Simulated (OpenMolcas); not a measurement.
# SiO2 (silicon dioxide molecule): the vertical energy of the triplet above the singlet, rung by rung

SiO2 has 3 atoms, charge 0, and is taken as a singlet. As SMILES, `O=[Si]=O`. Geometry: relaxed at GFN2-xTB.

```xyz
3

O     0.6912    1.2173    0.5137
Si   -0.0007    0.0004   -0.0002
O    -0.6905   -1.2177   -0.5136
```

Quantity: the vertical energy of the triplet above the singlet, in eV. The values are calculated.

| level | kind | program | value (eV) | less FCI/STO-3G |
| --- | --- | --- | --- | --- |
| HF/STO-3G | Hartree–Fock | OpenMolcas | 2.30 | -1.53 |
| HF/STO-3G, open shells restricted | Hartree–Fock | OpenMolcas | 3.28 | -0.55 |
| SVWN5/STO-3G | LDA | OpenMolcas | 4.02 | +0.19 |
| PBE/STO-3G | GGA | OpenMolcas | 3.92 | +0.09 |
| r2SCAN/STO-3G | meta-GGA | OpenMolcas | 3.89 | +0.06 |
| M06-2X/STO-3G | hybrid meta-GGA | OpenMolcas | 3.88 | +0.05 |
| FCI/STO-3G, open shells restricted | exact in the basis | OpenMolcas | 3.83 | 0.00 |

FCI/STO-3G, open shells restricted is exact within its basis and frozen core, so for wave-function methods in that basis the difference is their error; functionals converge differently with the basis, so for them it is only a difference. The values span 2.30 to 4.02 eV. Spin contamination of the reference (⟨S²⟩ at least 0.1 too high) touches HF/STO-3G. All rows use very small basis sets, so none should be taken for the real molecule's value.
